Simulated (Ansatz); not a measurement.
```yaml
crystal:
  periodic: [false, false, false]
  atoms:
    - {symbol: C, position_ang: [-0.618133, 0.324524, -0.625261]}
    - {symbol: N, position_ang: [-0.313857, 0.577719, 0.815229]}
    - {symbol: Si, position_ang: [0.569076, -0.779196, 0.221784]}
    - {symbol: H, position_ang: [-1.653817, 0.058637, -0.819449]}
    - {symbol: H, position_ang: [-0.215815, 1.030645, -1.350992]}
    - {symbol: H, position_ang: [0.092544, 1.476125, 1.029444]}
    - {symbol: H, position_ang: [2.003297, -0.648989, -0.125075]}
    - {symbol: H, position_ang: [0.228904, -2.096663, 0.798418]}
basis:
  gaussian: {orbitals: cc-pVTZ, final_grid: {core_spheres: 5, valence_spheres: 4, degree: 11}}
magnetization: {spin_polarized: true, initial_magnetization: 3}
hamiltonian: {xc: {name: PBE0-DH}}
output: {forces: true}
```

```sh
$ ansatz run in.yaml --threads 2 --pin off --events-out ev --progress --plain --max-ram 4352MiB
```

It prints (some lines left out):

```
Error: a molecule whose nuclei and cores have a total charge of 32 cannot have a net charge of 0 together with 3 unpaired electrons
```

(1) Something in this input is off. What?

## Answers

(1) The number of unpaired electrons doesn't fit the electron count. The input was rejected before any iteration.
